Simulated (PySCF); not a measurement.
C₃H₅NS.
Z-matrix (Å and degrees, PBE0-D3(BJ)/def2-SVP geometry), rows numbered from 1:
```
N 
C   1  1.2636
C   2  1.5123  1  127.22
C   3  1.4952  2  111.80  1  -121.54
S   4  1.6135  3  125.69  2   121.73
H   1  1.0272  2  110.62  3     0.23
H   2  1.1049  1  117.53  3  -179.94
H   3  1.1002  2  111.03  1     2.06
H   3  1.1078  2  107.38  1   120.60
H   4  1.1041  3  114.57  2   -57.38
```

Level of theory: PySCF 2.14.0, PBE0-D3(BJ)/def2-SVP geometry optimisation, gas phase.

Take the most abundant isotopes and a rigid rotor. The values belong to one conformer with, in the numbering `[H]/[N:1]=[CH:2]\[CH2:3][CH:4]=[S:5]`, N1–C2–C3–C4 -122°, C2–C3–C4–S5 122°.

(1) What are A, B and C (cm⁻¹)?

(2) What kind of rotor is it?

(3) What does the inertial defect say?

(4) Give the coordinates in the principal-axis frame, origin at the centre of mass.

(5) Where do the levels up to J = 3 lie, in cm⁻¹?

(6) Which lines would a microwave search look for?

(7) Estimate the classical rotational partition function at 10 K, 25 K and 200 K.

Results:

(1) Ia = 37.77, Ib = 289.56, Ic = 304.21 u·Å²; 505379 MHz·u·Å²/I gives 13381, 1745 and 1661 MHz, that is A = 0.44635, B = 0.05822, C = 0.05541 cm⁻¹.

(2) A near-prolate asymmetric top. Ray's parameter κ = (2B − A − C)/(A − C) = -0.986; −1 is the prolate and +1 the oblate limit.

(3) Not planar: Δ = Ic − Ia − Ib = -23.12 u·Å². For a rigid frame Δ = −2 Σ m c², so Σ m c² = 11.56 u·Å² lies off the ab plane: 6.05 from hydrogen and 5.51 from heavier atoms. The atom farthest from that plane is 1.41 Å away.

(4) The sense of each axis is arbitrary; atoms in the order of the calculation.
| atom | mass (u) | a (Å) | b (Å) | c (Å) |
| --- | --- | --- | --- | --- |
| N1 | 14.003 | 2.621 | -0.685 | -0.067 |
| C2 | 12.000 | 1.812 | 0.265 | -0.261 |
| C3 | 12.000 | 0.586 | 0.604 | 0.558 |
| C4 | 12.000 | -0.657 | 0.592 | -0.272 |
| S5 | 31.972 | -1.956 | -0.328 | -0.007 |
| H6 | 1.008 | 2.340 | -1.239 | 0.751 |
| H7 | 1.008 | 2.004 | 0.933 | -1.119 |
| H8 | 1.008 | 0.481 | -0.080 | 1.413 |
| H9 | 1.008 | 0.721 | 1.633 | 0.946 |
| H10 | 1.008 | -0.638 | 1.276 | -1.138 |

(5) Above 0(0,0):
J = 1: 1(0,1) 0.1136, 1(1,1) 0.5018, 1(1,0) 0.5046
J = 2: 2(0,2) 0.3409, 2(1,2) 0.7262, 2(1,1) 0.7346, 2(2,1) 1.8990, 2(2,0) 1.8991
J = 3: 3(0,3) 0.6817, 3(1,3) 1.0629, 3(1,2) 1.0797, 3(2,2) 2.2399, 3(2,1) 2.2400, 3(3,1) 4.1876, 3(3,0) 4.1876

(6) The dipole components are |μa| = 0.10 D, |μb| = 1.77 D, |μc| = 0.85 D. Intensities carry the squares of the components, which stand as 0.00 : 1.00 : 0.23 (a : b : c). Some lines, for components of 0.1 D or more:

| type | branch | J(Ka,Kc) | MHz | lower level (cm⁻¹) |
| --- | --- | --- | --- | --- |
| c | Q | 3(1,3) ← 3(0,3) | 11428 | 0.682 |
| c | Q | 2(1,2) ← 2(0,2) | 11552 | 0.341 |
| c | Q | 1(1,1) ← 1(0,1) | 11636 | 0.114 |
| b | Q | 1(1,0) ← 1(0,1) | 11720 | 0.114 |
| b | Q | 2(1,1) ← 2(0,2) | 11805 | 0.341 |
| b | Q | 3(1,2) ← 3(0,3) | 11932 | 0.682 |
| b | R | 1(1,1) ← 0(0,0) | 15043 | 0.000 |
| b | R | 2(1,2) ← 1(0,1) | 18365 | 0.114 |
| c | R | 2(1,1) ← 1(0,1) | 18617 | 0.114 |
| b | R | 3(1,3) ← 2(0,2) | 21646 | 0.341 |
| c | R | 3(1,2) ← 2(0,2) | 22150 | 0.341 |
| c | Q | 3(2,2) ← 3(1,2) | 34782 | 1.080 |
| b | Q | 3(2,1) ← 3(1,2) | 34784 | 1.080 |
| b | Q | 2(2,1) ← 2(1,2) | 35160 | 0.726 |
| b | Q | 3(2,2) ← 3(1,3) | 35286 | 1.063 |
| b | R | 2(2,1) ← 1(1,0) | 41805 | 0.505 |
| c | R | 2(2,0) ← 1(1,0) | 41806 | 0.505 |
| c | R | 2(2,1) ← 1(1,1) | 41889 | 0.502 |
| b | R | 2(2,0) ← 1(1,1) | 41890 | 0.502 |
| b | R | 3(2,2) ← 2(1,1) | 45128 | 0.735 |
| c | R | 3(2,2) ← 2(1,2) | 45380 | 0.726 |
| c | Q | 3(3,1) ← 3(2,1) | 58388 | 2.240 |
| b | Q | 3(3,0) ← 3(2,1) | 58388 | 2.240 |
| b | Q | 3(3,1) ← 3(2,2) | 58390 | 2.240 |
| b | R | 3(3,1) ← 2(2,0) | 68610 | 1.899 |
| c | R | 3(3,0) ← 2(2,0) | 68610 | 1.899 |
| b | R | 3(3,0) ← 2(2,1) | 68610 | 1.899 |

(7) Point group C1, symmetry number σ = 1; q = (√π/σ)·√((kT/h)³/(ABC)), k/h = 20836.6 MHz/K: 856 at 10 K, 3380 at 25 K, 76600 at 200 K.

No frequency check. No vibrational averaging or centrifugal distortion is included, and the geometry carries the error of its method. Quadrupole hyperfine structure (14N) is left out.
